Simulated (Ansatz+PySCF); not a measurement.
## doublet C6H5: levels of theory in one basis

```yaml
atoms:
  - { symbol: C, position_ang: [-0.0291, 1.4497, 0.0000] }
  - { symbol: C, position_ang: [1.1915, 0.7292, 0.0000] }
  - { symbol: C, position_ang: [1.1826, -0.6827, 0.0000] }
  - { symbol: C, position_ang: [-0.0358, -1.3964, 0.0000] }
  - { symbol: C, position_ang: [-1.2700, -0.6996, 0.0000] }
  - { symbol: C, position_ang: [-1.2057, 0.6961, 0.0000] }
  - { symbol: H, position_ang: [-0.0389, 2.5456, 0.0000] }
  - { symbol: H, position_ang: [2.1444, 1.2728, 0.0000] }
  - { symbol: H, position_ang: [2.1320, -1.2309, 0.0000] }
  - { symbol: H, position_ang: [-0.0301, -2.4935, 0.0000] }
  - { symbol: H, position_ang: [-2.2240, -1.2391, 0.0000] }
```

Basis set: cc-pVTZ (spherical functions). Frozen core: 6 orbitals. Correlation on ROHF uses semicanonical orbitals with singles. Charge 0, multiplicity 2.

Computed with Ansatz (development build ahead of 0.2.0); each method stands on the lowest determinant of its kind that the runs found.

| method | E − E(ROHF) (eV) | <S²> of the determinant |
| --- | --- | --- |
| ROHF | 0.00 | 0.75 |
| UHF | -0.44 | 1.47 |
| ROHF-MP2 | -25.00 | – |
| UHF-MP2 | -23.80 | 1.47 |

(1) What does ROHF-CCSD(T) give on the same scale?

## Answers

(1) -27.12 eV.

Caution for UHF, UHF-MP2: the unrestricted determinant is spin contaminated.
